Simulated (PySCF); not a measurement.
**How good is the calculation?**

Geometry:
```json
{"atom": "C1", "x (Å)": "1.337", "y (Å)": "-0.373", "z (Å)": "0.480"}
{"atom": "C2", "x (Å)": "0.916", "y (Å)": "1.087", "z (Å)": "0.377"}
{"atom": "C3", "x (Å)": "-0.138", "y (Å)": "1.284", "z (Å)": "-0.705"}
{"atom": "C4", "x (Å)": "-1.339", "y (Å)": "0.375", "z (Å)": "-0.479"}
{"atom": "C5", "x (Å)": "-0.919", "y (Å)": "-1.085", "z (Å)": "-0.375"}
{"atom": "C6", "x (Å)": "0.136", "y (Å)": "-1.282", "z (Å)": "0.705"}
{"atom": "H7", "x (Å)": "1.839", "y (Å)": "-0.667", "z (Å)": "-0.450"}
{"atom": "H8", "x (Å)": "2.069", "y (Å)": "-0.502", "z (Å)": "1.283"}
{"atom": "H9", "x (Å)": "1.787", "y (Å)": "1.720", "z (Å)": "0.178"}
{"atom": "H10", "x (Å)": "0.507", "y (Å)": "1.413", "z (Å)": "1.341"}
{"atom": "H11", "x (Å)": "-0.455", "y (Å)": "2.330", "z (Å)": "-0.742"}
{"atom": "H12", "x (Å)": "0.305", "y (Å)": "1.057", "z (Å)": "-1.683"}
{"atom": "H13", "x (Å)": "-2.070", "y (Å)": "0.504", "z (Å)": "-1.283"}
{"atom": "H14", "x (Å)": "-1.843", "y (Å)": "0.670", "z (Å)": "0.450"}
{"atom": "H15", "x (Å)": "-1.789", "y (Å)": "-1.718", "z (Å)": "-0.178"}
{"atom": "H16", "x (Å)": "-0.509", "y (Å)": "-1.410", "z (Å)": "-1.340"}
{"atom": "H17", "x (Å)": "0.454", "y (Å)": "-2.329", "z (Å)": "0.741"}
{"atom": "H18", "x (Å)": "-0.307", "y (Å)": "-1.057", "z (Å)": "1.684"}
```

PySCF 2.14.0 with density-fitted response routines calculation with B97-2/pcSseg-2 with gauge-including orbitals and structure optimised with PBE0-D3(BJ)/def2-TZVP; rapidly exchanging positions averaged, a single conformation, isolated molecule, relativity neglected.

Reference values: measured (solution, THF-d8, 298 K; Fulmer et al., Organometallics 2010, 29, 2176).
```csv
atoms,quantity,reference,computed,"computed, scaled"
C1/C2/C3/C4/C5/C6,δ 13C,27.6,31.2,28.0
```

Reference values: measured (solution, DMSO-d6, 298 K; Fulmer et al., Organometallics 2010, 29, 2176).
```json
{"atoms": "C1/C2/C3/C4/C5/C6", "quantity": "δ 13C", "reference": "26.3", "computed": "31.2", "computed, scaled": "28.0"}
```

Reference values: measured (solution, CD3OD, 298 K; Fulmer et al., Organometallics 2010, 29, 2176).
```
            atoms  quantity  reference  computed  computed, scaled
C1/C2/C3/C4/C5/C6     δ 13C       28.0      31.2              28.0
```

Reference values: measured (solution, TFE-d3, 298 K; Fulmer et al., Organometallics 2010, 29, 2176).
```json
{"atoms": "C1/C2/C3/C4/C5/C6", "quantity": "δ 13C", "reference": "28.3", "computed": "31.2", "computed, scaled": "28.0"}
```

Computed shifts are σ(ref) − σ with the named reference compound (TMS for H and C) calculated as an isolated molecule at the same level. The measured values may be among those fitted. Empirical linear scaling, fitted to shifts measured mostly in CDCl3 for H and C (δ vs TMS): 13C: δ = 176.90 − 0.966σ (rms 2.0 ppm, 686 shifts, 2.1 ppm with the 3 outliers that the fit left out). Occasional misses reach two or three times the rms, and more in compound classes unlike the fitted ones.

How far are the unscaled 13C shifts from the references?

Answers

Mean signed difference +3.65 ppm, mean absolute 3.65 ppm over 4 comparisons; the largest is +4.9 ppm at C1/C2/C3/C4/C5/C6 (sp3 CH2 in a ring).

4 of the 24 published NMR values on file for this molecule are compared. The rest: values from further sources or solvents.
